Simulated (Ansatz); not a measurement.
Geometry optimisation, RKS revPBE-D4/def2-SVP in Ansatz 0.2.0.

The input (input.yaml):

```yaml
crystal:
  periodic: [false, false, false]
  atoms:
    - { symbol: B, position_ang: [0.085285, 0.496506, -0.206755] }
    - { symbol: H, position_ang: [-0.041014, -0.45248, 1.995585] }
    - { symbol: O, position_ang: [1.341904, -0.009615, -0.42548] }
    - { symbol: H, position_ang: [1.31229, -0.879265, -0.8597] }
    - { symbol: H, position_ang: [-0.93285, -0.081475, -0.5445] }
    - { symbol: O, position_ang: [-0.051467, 1.750056, 0.377773] }
    - { symbol: H, position_ang: [0.8287, 2.115773, 0.592366] }
    - { symbol: H, position_ang: [-0.238748, 0.2392, 1.993811] }
basis:
  gaussian: { orbitals: def2-SVP }
hamiltonian:
  xc: revpbe
  dispersion: d4
relax:
  f_tol: 0.03
  max_steps: 50
output:
  orbitals: {}
```

Run as:

```bash
$ ansatz run input.yaml --threads 2 --pin off --max-ram 3072MiB --backend cpu --events-out ev --progress --plain --runs-dir out
```

**Question.** Where does it end, and by what steps?

**Answer.** The run converged. The force dipped under the threshold on the way, but the program's further checks kept it going. After 21 steps the energy has fallen by 0.241 eV; H2 moved furthest, 1.64 Å.

| step | energy less start (eV) | largest force component (eV/Å) | accepted |
| --- | --- | --- | --- |
| 0 | 0.0000 | 1.844 | yes |
| 1 | -0.1443 | 0.304 | yes |
| 2 | -0.1907 | 0.214 | yes |
| 3 | -0.2108 | 0.188 | yes |
| 4 | -0.2156 | 0.291 | yes |
| 5 | -0.2234 | 0.116 | yes |
| 6 | -0.2230 | 0.127 | no |
| 7 | -0.2244 | 0.074 | yes |
| 8 | -0.2280 | 0.023 | yes |
| 9 | -0.2269 | 0.391 | no |
| 10 | -0.2305 | 0.045 | yes |
| 11 | -0.2313 | 0.104 | yes |
| 12 | -0.2318 | 0.283 | yes |
| 13 | -0.2350 | 0.085 | yes |
| 14 | -0.2365 | 0.017 | yes |
| 15 | -0.2384 | 0.068 | yes |
| 16 | -0.2390 | 0.099 | yes |
| 17 | -0.2397 | 0.053 | yes |
| 18 | -0.2404 | 0.029 | yes |
| 19 | -0.2405 | 0.063 | yes |
| 20 | -0.2402 | 0.097 | no |
| 21 | -0.2409 | 0.022 | yes |

```xyz
8
Properties=species:S:1:pos:R:3
B 0.188 0.436 -0.628
H -0.426 -0.036 3.530
O 1.468 0.163 -1.054
H 1.477 -0.428 -1.826
H -0.806 -0.017 -1.172
O 0.001 1.256 0.453
H 0.857 1.567 0.808
H -0.456 0.237 2.813
```

Whether the end is a true minimum wasn't checked by a vibrational analysis.

Run time: 13 s on 2 threads of Arm Neoverse V2 (shared host), peak memory 0.11 GiB.
